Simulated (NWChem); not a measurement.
System: C4H6; SMILES C1=CCC1

Here is an NWChem input.

```
start job
memory heap 200 mb stack 900 mb global 1100 mb
geometry units angstroms noautoz
  C      0.000000     0.670885     0.810692
  C      0.000000    -0.670885     0.810692
  C      0.000000    -0.779132    -0.694689
  C      0.000000     0.779132    -0.694689
  H      0.000000     1.424079     1.603992
  H      0.000000    -1.424079     1.603992
  H      0.893671    -1.244350    -1.143602
  H     -0.893671    -1.244350    -1.143602
  H     -0.893671     1.244350    -1.143602
  H      0.893671     1.244350    -1.143602
end
basis spherical
  * library def2-svpd
end
dft
  xc b3lyp
  iterations 150
  mulliken
end
task dft energy
```

Structure relaxed at the PBE0/def2-SVP level.

**Question.** What results follow from this input? (B3LYP/def2-SVPD.) Quantities: basis functions; energy (Ha); highest occupied level (eV); orbital gap (eV); dipole (D).

**Answer.** 
* **number of basis functions**: 128
* **energy (Ha)**: -155.87
* **highest occupied level (eV)**: -6.94
* **orbital gap (eV)**: 7.09
* **dipole (D)**: 0.14
